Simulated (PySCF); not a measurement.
Gas-phase reaction: P4 + 2 O2 → 4 PO

Computed with PySCF and rigid-rotor harmonic-oscillator thermochemistry at 1 bar. Table values come from the NASA 1993 polynomials. † marks an energy on the PBE0/def2-TZVP geometry and frequencies. CCSD(T) freezes the core. Open shells (unrestricted): O2 (multiplicity 3), PO (multiplicity 2, electronic degeneracy 4); the rest are closed-shell singlets. Spin-orbit splitting is ignored; it lowers the true energy and changes the entropy of PO. CCSD(T) isn't extrapolated to the basis-set limit; its ΔH°(298 K) is -106.8 kJ in def2-SVP and -176.2 kJ in def2-TZVPP. The harmonic model lacks anharmonicity and excited electronic states, which grow with temperature; levels with a mode under 35 cm⁻¹ are left out. The table's entry may be an old estimate for P4, PO (not checked at source).

log10 K (1 bar standard state):

| T (K) | table | BLYP/def2-TZVP† | CCSD(T)/def2-TZVPP† | M06-2X/def2-TZVP† |
|---|---|---|---|---|
| 500 | 29.0 | 34.3 | 29.2 | 20.1 |
| 600 | 25.9 | 30.4 | 26.1 | 18.5 |
| 800 | 22.0 | 25.4 | 22.2 | 16.5 |
| 1800 | 15.4 | 17.0 | 15.6 | 13.0 |
| 2500 | 13.8 | 15.0 | 14.0 | 12.2 |
Ten kJ in ΔG° is worth 1.04 decades in K at 500 K and 0.21 at 2500 K.
